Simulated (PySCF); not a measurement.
All values below come from PBE-D3(BJ)/def2-TZVP // PBE-D3(BJ)/def2-SVP (PySCF). All species are isolated molecules in the gas phase. 

Reference species (SMILES): `[OH]` (neutral, multiplicity 2).

The dipole moment comes out as 1.73 D and the highest occupied spin orbital comes out as -7.14 eV.

Changed species: `[SH]` (free radical SH; the reference has free radical OH).

Question: Give the shifts of the dipole moment and highest occupied spin orbital.

Answer: the dipole moment drops by 0.86 D, to 0.87 D; the highest occupied spin orbital rises by 1.02 eV, to -6.12 eV.
